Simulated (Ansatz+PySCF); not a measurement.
The numbers below are computed, except where a source is named.
Input for PySCF 2.14.0:

```python
from pyscf import gto, scf, cc

mol = gto.M(atom="""
Li 1.975790 0.000000 1.383470
C 0.000000 0.000000 0.000000
Li -1.975790 0.000000 1.383470
""", basis='sto-3g', charge=0, spin=0)
mf = scf.UHF(mol)
mf.kernel()
mycc = cc.CCSD(mf, frozen=3).run()
et = mycc.ccsd_t()
print(mf.e_tot, mycc.e_corr, et, mycc.e_tot + et)
```

The script is written out from the run's settings.

Output:

```json
{"Converged": "yes", "Reference energy": "-51.80658 hartree", "CCSD correlation energy": "-0.12509 hartree", "Triples correction": "-0.00651 hartree", "Total energy": "-51.93819 hartree", "Spin squared of the determinant": "0.000"}
```

The reference isn't the lowest determinant (another lies 1.64 eV lower), but the same method gives a higher total on the lower determinant. Caution: large amplitudes, a single reference is doubtful.
